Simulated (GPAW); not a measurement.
**PBE/real-space grid (scalar-relativistic datasets) run of C4H2N− (SMILES [C-]#CCC#N)**

Aim: ionisation energies of C4H2N−. The job is set up through an ASE script.

Program for the calculation: GPAW 26.7.0.

1 further run of the same task is left out (it didn't finish).

## Step 1: The structure to begin with

C4H2N− has 7 atoms, charge -1, and is taken as a singlet. SMILES: `[C-]#CCC#N`. Geometry: relaxed at GFN2-xTB.

Bond lengths: C1–C2 1.222 Å, C2–C3 1.514 Å, C3–C4 1.423 Å, C4–N5 1.157 Å, C3–H6 1.104 Å, C3–H7 1.105 Å. Angles: C1–C2–C3 174.6°, C2–C3–C4 108.6°, C3–C4–N5 175.4°, C2–C3–H6 110.5°, C2–C3–H7 110.4°, C4–C3–H6 109.5°, C4–C3–H7 109.4°, H6–C3–H7 108.4°.

## Step 2: Ionisation energies at PBE/real-space grid (scalar-relativistic datasets)

Input file run.py:

```python
from ase import Atoms
from gpaw import GPAW

# Atomic positions
atoms = Atoms("CCCCNHH",
    positions=[[ -0.704680,  -2.234960,   0.729680],
               [ -0.483630,  -1.089880,   0.365490],
               [ -0.350190,   0.349540,  -0.083890],
               [  1.030260,   0.642140,  -0.265690],
               [  2.170930,   0.792470,  -0.387570],
               [ -0.889710,   0.509330,  -1.033960],
               [ -0.772980,   1.031360,   0.675950]])
atoms.center(vacuum=5.5)

energies = {}
for name, charge, unpaired in [("start", -1, 0), ("oxidised", 0, 1)]:
    atoms.set_initial_magnetic_moments([unpaired / len(atoms)] * len(atoms))
    gpaw_calc = GPAW(mode="fd",
                     charge=charge,
                     xc="PBE",
                     h=0.18,
                     occupations={"name": "fermi-dirac", "width": 0.0, "fixmagmom": unpaired > 0},
                     symmetry="off",
                     maxiter=100,
                     txt="-")
    atoms.calc = gpaw_calc
    energies[name] = atoms.get_potential_energy()
    print(f'{name:10} {energies[name]:12.5f} eV')

ip = energies["oxidised"] - energies["start"]
print(f"Vertical IP             {ip:.3f} eV")
```

Run with:

```bash
$ python run.py > run.log
```

Output:

```text
[...]
Number of symmetries: 1
[...]
  Number of IBZ points: 1
[...]
Spin-components: 1 (collinear spins)
Bands:           19
[...]
  Valence electrons: 23.0
[...]
  Grid points: [80 80 72]
  Charge: -1.0  # |e|
[...]
    cutoffs:
[...]
occupation numbers:
  # Zero width
[...]
xc functional:
  name: PBE with 2 nearest neighbor stencil
[...]
|iter     |     time |      energy | eigst |  dens |
[...]
|iter:   1| 00:00:09 |  -53.432578 | +1.27 |       |
[...]
Converged in 18 steps
[...]
dipole moment: (-6.660459, -5.900027, -7.081857)  # |e|*Ang
Fermi level: 1.140
[...]
|iter:  19| 00:03:53 |  -45.195439c| -7.60c| -5.39c|  +1.0000|
Converged in 19 steps
[...]
Energy contributions relative to reference atoms: (reference = -5617.214291)
Energy contributions:
  Kinetic:          44.644931
  Coulomb:         -48.888318
  Zero:              0.692089
  External:          0.000000
  Xc:              -41.644141
  Entropy:           0.000000
  Spinorbit:         0.000000
  ----------------------------
  Free energy:     -45.195439
  Extrapolated:    -45.195439
[...]
Total magnetic moment: (0.000000, 0.000000, 1.000000)
Local magnetic moments
|        x |        y |         z |
|----------|----------|-----------|
| 0.000000 | 0.000000 |  0.364953 |  # C    0
| 0.000000 | 0.000000 |  0.014161 |  # C    1
| 0.000000 | 0.000000 |  0.010728 |  # C    2
| 0.000000 | 0.000000 | -0.001042 |  # C    3
| 0.000000 | 0.000000 |  0.007484 |  # N    4
| 0.000000 | 0.000000 | -0.002289 |  # H    5
| 0.000000 | 0.000000 | -0.002293 |  # H    6
Fermi levels: -4.006, -6.970
Eigenvalues  # (at kpt = [0.000, 0.000, 0.000])
| band index |      eig [eV] | occ [0-1] |      eig [eV] | occ [0-1] |
|------------|---------------|-----------|---------------|-----------|
|          0 |       -23.143 |     1.000 |       -23.125 |     1.000 |
|        ... |               |           |               |           |
|          4 |       -13.180 |     1.000 |       -13.119 |     1.000 |
|          5 |       -12.516 |     1.000 |       -12.527 |     1.000 |
|          6 |        -9.805 |     1.000 |        -9.041 |     1.000 |
|          7 |        -9.039 |     1.000 |        -8.717 |     1.000 |
|          8 |        -8.681 |     1.000 |        -8.636 |     1.000 |
|          9 |        -8.652 |     1.000 |        -7.462 |     1.000 |
|         10 |        -7.811 |     1.000 |        -7.382 |     1.000 |
|         11 |        -7.723 |     1.000 |        -6.558 |     0.000 |
|         12 |        -1.455 |     0.000 |        -1.144 |     0.000 |
|         13 |        -1.170 |     0.000 |        -1.000 |     0.000 |
[...]
Gap: 5.103 eV
Transition (v -> c):
  (s=1, k=0, n=11, [0.00, 0.00, 0.00]) -> (s=0, k=0, n=12, [0.00, 0.00, 0.00])
No difference between direct/indirect transitions
vacuum-level: 0.000  # V
oxidised      -45.19544 eV
Vertical IP             3.453 eV
```

Wall time 3.9 min (1 thread of Arm Neoverse N1, shared host); peak memory 1.6 GiB.

## Step 3: What came out

At PBE/real-space grid (scalar-relativistic datasets):

| quantity | value |
| --- | --- |
| first ionisation energy | 3.45 eV |
